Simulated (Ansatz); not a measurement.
**Worked example: correlation energy of CH, quartet**

Geometry: that of the CH, doublet, kept fixed. The doublet lies 0.7 eV lower here.

```xyz
2

C     0.0000    0.0000    0.0000
H     0.0000    0.0000    1.1225
```

Basis cc-pVTZ; Ansatz 0.2.0. Only valence electrons are correlated (noble-gas cores frozen), which leaves 5 electrons in 43 orbitals. Prefix R: restricted or restricted open-shell reference; prefix U: unrestricted.

Full CI is exact within this basis and frozen core; it isn't the basis-set limit. The frozen core follows each run's orbitals, which can shift R against U totals by a few meV.

Runs differ by some tens of microhartree through their thresholds and, for an open shell, their frozen cores, so steps under 0.1 kcal/mol mean nothing.

```tsv
level	total energy (hartree)
UHF	-38.287594
UMP2	-38.366373
UCCSD	-38.382329
UCCSD(T)	-38.384695
UCCSDT	-38.385147
UCCSDT(Q)	-38.385192
full CI	-38.385120
```

**Question.** What is the correlation energy at full CI, and what share of it do UMP2 and UCCSD recover?

**Answer.** E(corr) = -38.385120 − (-38.287594) = -0.097526 hartree = -2.654 eV. UMP2: -0.078779 / -0.097526 = 80.78 %. UCCSD: -0.094735 / -0.097526 = 97.14 %.

**Question.** By how many kcal/mol does UCCSD(T) miss full CI (1 hartree = 627.509 kcal/mol), and which steps make up the rest?

**Answer.** -38.384695 − (-38.385120) = 0.000425 hartree = 0.27 kcal/mol. Steps: UCCSDT − UCCSD(T) = -0.28, UCCSDT(Q) − UCCSDT = -0.03, full CI − UCCSDT(Q) = 0.05 kcal/mol. That is within 1 kcal/mol of the reference in this basis, which itself misses far more of the correlation at the basis-set limit.
